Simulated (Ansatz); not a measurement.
```yaml
crystal:
  periodic: [false, false, false]
  atoms:
    - {symbol: C, position_ang: [-2.086606, -1.834795, 0.110390]}
    - {symbol: C, position_ang: [-0.993468, -1.428923, 0.140553]}
    - {symbol: C, position_ang: [-0.102991, -0.241988, 0.295742]}
    - {symbol: O, position_ang: [0.873131, -0.132088, -0.704034]}
    - {symbol: C, position_ang: [1.530994, 0.954688, -0.697422]}
    - {symbol: C, position_ang: [1.502184, 2.210172, 0.167800]}
    - {symbol: H, position_ang: [-2.740529, -2.597267, 0.099649]}
    - {symbol: H, position_ang: [-2.804183, -0.689730, 0.276893]}
    - {symbol: H, position_ang: [-0.142890, -2.269554, 0.088283]}
    - {symbol: H, position_ang: [0.438918, -0.170000, 1.223832]}
    - {symbol: H, position_ang: [-0.961608, 0.577551, 0.286974]}
    - {symbol: H, position_ang: [2.364593, 0.995531, -1.610623]}
    - {symbol: H, position_ang: [0.678988, 2.119912, 0.941778]}
    - {symbol: H, position_ang: [2.223395, 2.889694, 0.003618]}
basis:
  gaussian: {orbitals: x2c-TZVPPall}
magnetization: {spin_polarized: true, initial_magnetization: 1}
hamiltonian: {xc: {name: CAM-B3LYP}, dispersion: d4}
scf: {lower_state_search: full}
```

```sh
$ ansatz run in.yaml --threads 4 --pin off --events-out ev --progress --plain --max-ram 10444MiB
```

It prints (some lines left out):

```
Error: a molecule whose nuclei and cores have a total charge of 46 cannot have a net charge of 0 together with 1 unpaired electrons
```

In this input the number of unpaired electrons doesn't fit the electron count. The input was rejected before any iteration.
